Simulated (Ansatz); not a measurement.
Ansatz (a quantum-chemistry and plane-wave program) input (HF/aug-cc-pVQZ):

Ansatz 0.2 input:
```yaml
crystal:
  periodic: [false, false, false]
  atoms:
    - {symbol: N, position_ang: [-1.06982458, 0.19432482, 0.10751560]}
    - {symbol: C, position_ang: [0.27236484, 0.31364904, -0.04785169]}
    - {symbol: O, position_ang: [1.05073958, -0.61125119, -0.08188812]}
    - {symbol: H, position_ang: [-1.47667231, -0.72197082, 0.20424856]}
    - {symbol: H, position_ang: [-1.66665177, 1.00198023, 0.12805939]}
    - {symbol: H, position_ang: [0.59199050, 1.36783209, -0.14270206]}
basis:
  gaussian:
    orbitals: aug-cc-pVQZ
hamiltonian:
  xc: hf
```

End of the output:

```
integrals: 0.26 GiB planned
995 factors; their error is unknown
mean field: 1.79 GiB planned
mean field evaluation 1: about -4595.8680 eV, gradient 4.1e1 eV
mean field evaluation 2: about -4597.9674 eV, gradient 2.7e1 eV
mean field evaluation 4: about -4599.1343 eV, gradient 1.8e0 eV
mean field evaluation 8: about -4599.1451 eV, gradient 7.9e-2 eV
mean field -4599.16008595 eV, -169.0160157360 hartree, gradient 1.5e-5 eV, S^2 0.000000; 0 other end points of the search recorded, 0 dependent functions left out
reference -4599.16008595 eV, -169.0160157360 hartree; 12, 12 occupied and 366, 366 virtual orbitals, 995 factors
Total energy: -4599.16008595 eV, -169.0160157360 hartree
```
